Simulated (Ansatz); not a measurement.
# C₃H₃FS: small, medium and large basis sets

An exercise on one series of results from a longer session: the logs are not shown, and one member is left open.

Program: Ansatz 0.2.0, Gaussian basis. Level of theory: one geometry, several basis sets. These are calculated values, not measurements.

Plan: PBE0-D4/def2-SVP; ωB97M-V/def2-SVP; PBE0-D4/def2-QZVPP; ωB97M-V/def2-QZVPP; the functionals' def2-TZVPP values are taken from earlier runs.

## Structure used throughout

The geometry comes from an earlier relaxation with PBE0-D4 in a triple-zeta def2 set; it is a stationary point, not always the lowest conformer.

SMILES `FCC1=CS1`, 8 atoms, charge 0, spin multiplicity 1.

Atoms are counted from 1 here; the program's logs count them from 0.

Bond lengths: F1–C2 1.376 Å, C2–C3 1.463 Å, C2–H6 1.094 Å, C2–H7 1.096 Å, C3–C4 1.276 Å, C3–S5 1.843 Å, C4–S5 1.821 Å, C4–H8 1.076 Å. Angles: F1–C2–C3 111.1°, F1–C2–H6 108.7°, F1–C2–H7 108.0°, C3–C2–H6 109.8°, C3–C2–H7 109.6°, H6–C2–H7 109.6°, C2–C3–C4 152.7°, C2–C3–S5 138.1°, C4–C3–S5 68.7°, C3–C4–S5 70.5°, C3–C4–H8 150.9°, S5–C4–H8 138.4°, C3–S5–C4 40.7°.

The first run:

in.yaml reads:

```yaml
crystal:
  periodic: [false, false, false]
  atoms:
    - {symbol: F, position_ang: [-0.194990, 1.657914, 1.248110]}
    - {symbol: C, position_ang: [0.541550, 0.889112, 0.375837]}
    - {symbol: C, position_ang: [-0.249006, -0.228300, -0.139344]}
    - {symbol: C, position_ang: [-0.413570, -1.457216, -0.438893]}
    - {symbol: S, position_ang: [-1.806843, -0.481946, -1.090595]}
    - {symbol: H, position_ang: [1.422649, 0.509253, 0.902117]}
    - {symbol: H, position_ang: [0.857976, 1.528930, -0.455477]}
    - {symbol: H, position_ang: [-0.065767, -2.474846, -0.457556]}
basis:
  gaussian: {orbitals: def2-SVP}
hamiltonian: {xc: pbe0, dispersion: d4}
output: {orbitals: {seedname: orbitals}}
```

Among the steps run: PBE0-D4 in def2-SVP; ωB97M-V in def2-SVP; PBE0-D4 in def2-QZVPP; ωB97M-V in def2-QZVPP.

One of the session's tables, all rows but one given; the rest of the session is left out.

It belongs to the step «Functionals by basis». 

| functional | basis | HOMO (eV) |
| --- | --- | --- |
| PBE0-D4 | def2-SVP | -5.55 |
| PBE0-D4 | def2-TZVPP | -5.70 |
| PBE0-D4 | def2-QZVPP | -5.75 |
| ωB97M-V | def2-SVP | -7.72 |
| ωB97M-V | def2-TZVPP | ? |
| ωB97M-V | def2-QZVPP | -7.94 |

**Question.** Estimate the row for ωB97M-V, def2-TZVPP.

As computed: HOMO (eV): -7.88. In the column «HOMO (eV)» it lies between ωB97M-V, def2-QZVPP (-7.94) and ωB97M-V, def2-SVP (-7.72).
